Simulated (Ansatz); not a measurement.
Input for Ansatz (development build ahead of 0.2.0):

```yaml
crystal:
  periodic: [false, false, false]
  atoms:
    - { symbol: Li, position_ang: [0.0, 0.0, -1.60782] }
    - { symbol: O, position_ang: [0.0, 0.0, 0.35492] }
    - { symbol: H, position_ang: [0.0, 0.82978, 0.99207] }
    - { symbol: H, position_ang: [0.0, -0.82978, 0.99207] }
basis:
  gaussian: { orbitals: def2-TZVP }
total_charge: 1
hamiltonian:
  xc: hf
correlation:
  method: mp2
  frozen_orbitals: { H: 0, Li: 0, O: 1 }
```

The input is written out in the form of the current development build from the run's settings.

The run gave:

```json
{"Converged": "yes", "Reference energy": "-83.33534 hartree", "Correlation energy": "-0.29008 hartree", "Total energy": "-83.62542 hartree", "Spin squared of the determinant": "0.000"}
```
